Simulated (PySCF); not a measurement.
# C5H6O: the cost of one run

The runs use PySCF 2.14.0, with density-fitted response routines of our own; the level of theory stands in each step. All values are computed, except where a source is named. Atoms are numbered from 0 throughout.

## (1) The molecule as given

12 atoms, charge 0, multiplicity 1; geometry from: MMFF94s.

Bonds of the start (Å): C0–C1 1.34, C1–C2 1.49, C2–O3 1.22, C2–C4 1.49, C4–C5 1.34, C0–H6 1.08, C0–H7 1.09, C1–H8 1.08, C4–H9 1.08, C5–H10 1.08, C5–H11 1.09.

## (2) Geometry optimisation at PBE0-D3(BJ)/def2-SVP

Job settings and geometry (Å):

```
{"job": {"xc": "PBE0", "basis": "def2-SVP", "d3": "d3bj", "grid": 1, "kind": "geom"}, "charge": 0, "multiplicity": 1}
C     -2.396629     0.489356     0.183223
C     -1.254704     0.096514     0.761729
C      0.020068     0.106228    -0.005325
O      0.087790     0.464702    -1.174314
C      1.205744    -0.355681     0.765598
C      2.414482    -0.394857     0.190791
H     -3.331338     0.486165     0.733280
H     -2.423863     0.822606    -0.851421
H     -1.240528    -0.233239     1.792900
H      1.072108    -0.658271     1.796536
H      3.285297    -0.729881     0.743687
H      2.561574    -0.093643    -0.843577
```

The run is started by

```
> OMP_NUM_THREADS=1 python probes_run.py task.json out
```

The driver reads the jobs from task.json and runs them one after another.

Q: Estimate the wall time and peak memory of this first job on 1 thread of Intel Xeon Platinum 8488C, shared host.

About 65 s, with a peak of 0.46 GiB.
